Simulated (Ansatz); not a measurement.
# Counterpoise correction, worked out

The pair of HCl (SMILES Cl, atoms 1–2) and SiH4O (SMILES [SiH3]O, atoms 3–8), both closed shells, in one local arrangement (a lower one may exist), relaxed at PBE0-D4/def2-TZVP:

```xyz
8
angstrom
Cl 0.1286 0.2981 -2.7222
H 1.0238 -0.0286 -1.8616
Si 0.0587 0.0250 1.0527
O -1.2654 -0.5616 0.2798
H 0.0044 1.4989 1.2436
H 0.1266 -0.6597 2.3626
H 1.3078 -0.2719 0.2820
H -1.3846 -0.3001 -0.6369
```

Computed with Ansatz 0.2.0 (basis: def2-TZVPPD); correlated methods freeze the cores.

CCSD(T) total energies in eV:

| system | geometry | basis functions | energy |
| --- | --- | --- | --- |
| pair | pair | all | -22502.83302 |
| HCl | as in the pair | all (partner as ghosts) | -12526.33594 |
| SiH4O | as in the pair | all (partner as ghosts) | -9976.40490 |
| HCl | as in the pair | its own | -12526.31899 |
| SiH4O | as in the pair | its own | -9976.39913 |
| HCl | free (PBE0-D4 minimum) | its own | -12526.32009 |
| SiH4O | free (PBE0-D4 minimum) | its own | -9976.40586 |

Question: Work out the interaction energy with and without the counterpoise correction, the superposition error, and the binding energy from the relaxed fragments.

Answer: Without correction: -22502.83302 − (-12526.31899) − (-9976.39913) = -0.11490 eV.
With correction (each fragment in the whole basis): -22502.83302 − (-12526.33594) − (-9976.40490) = -0.09218 eV = -2.13 kcal/mol.
The superposition error is the difference, 0.02272 eV, 20 % of the uncorrected value: each fragment borrows its partner's functions.
Deformation from the free shapes: 0.00110 eV for HCl and 0.00673 eV for SiH4O.
Binding energy from relaxed fragments: -0.09218 + 0.00110 + 0.00673 = -0.08435 eV = -1.95 kcal/mol (electronic, without zero-point energy; negative means bound). For comparison, the corrected interaction energy by CCSD(T) at an estimated basis limit (MP2 extrapolated from triple and quadruple zeta, plus CCSD(T) − MP2 in triple zeta) is -0.116 eV; triple zeta with the correction binds less.

The T1 diagnostic stays at or below 0.012.

For scale, one of the runs: CCSD(T)/def2-TZVPPD, 224 basis functions, launched by `ansatz run in.yaml --threads 4 --pin off --events-out ev --progress --plain --max-ram 9574MiB`. Hardware: 4 CPU threads of an Arm Neoverse V1, shared host. Wall time 55 s; peak host memory 3.4 GiB.
